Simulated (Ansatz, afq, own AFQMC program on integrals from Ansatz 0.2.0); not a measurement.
## Where AFQMC and coupled cluster stand for SiGeH$_{4}$, singlet

```xyz
6

Si   -0.0007   -0.0931    1.7691
Ge   -0.0001    0.0132   -0.6582
H     0.0020    1.4326    1.8041
H    -0.0315   -1.3611   -1.3540
H     1.2699    0.7478   -1.1427
H    -1.2124    0.8215   -1.1701
```

Connectivity, by distances: SiH–GeH3.

Basis cc-pVTZ. Only valence electrons are correlated. Ansatz 0.2.0 and our own AFQMC program on the same integrals; the CISD trial comes from CCSD amplitudes, and released means the phaseless constraint is let go. Error bars are statistical, one sigma. No spin–orbit coupling.

Determinant: RHF, the one that the program's search chose, which needn't be the lowest solution. The geometry is a PBE0/def2-TZVP stationary point of this or a neighbouring charge and spin state.

No full CI on the walks' own integrals is used here. The released AFQMC energy serves as the reference, which it does only where one determinant dominates, the energy is flat over the last release times and near the phaseless one (40 meV or 2 meV an electron, half that with transition metals). On small molecules, where full CI could be run and the noise was under 10 meV, such values lay within 10 meV of it in 19 cases of 20, a flattering rate, since the rule was set on those same cases; what remains of the bias isn't in the error bar.

Cautions: no relativity below Rb; no spin-orbit coupling; inner d shell frozen; restricted determinant unstable towards unrestricted (UHF 141 meV lower, ⟨S²⟩ 0.48); the ph-AFQMC/CISD walk drifts between its halves (2.0 errors); the released value is read at 1.62 1/Eh, later times being too noisy (meV from the phaseless value at times in 1/Eh: -3 ± 7 at 0.24, -9 ± 7 at 0.51, -16 ± 9 at 0.99, -18 ± 5 at 1.62, -26 ± 13 at 2.40).

```
T1 diagnostic                               : 0.0145
weight of the determinant in the CISD state : 0.841
size of the correlated space                : 12 electrons in 114 orbitals
```

```tsv
level	correlation energy (eV)
MP2	-6.1545
CCSD	-7.3995
CCSD(T)	-7.6509
```

**Question.** Estimate where phaseless AFQMC with the Hartree–Fock trial lies against CCSD(T) on the same integrals.

**Answer.** 113.3 ± 28.4 meV below CCSD(T).

Reference: AFQMC with the constraint released, correlation energy -7.702 ± 0.005 eV.

```tsv
level	E − E(reference) (meV)	share of correlation (%)
CCSD(T)	51.4 ± 5.5	99.33
ph-AFQMC/HF	-61.8 ± 28.9	100.80
ph-AFQMC/CISD	17.9 ± 7.8	99.77
```

Released energies are given only where the last usable release times agree within the noise; a slower fall can still hide under it.
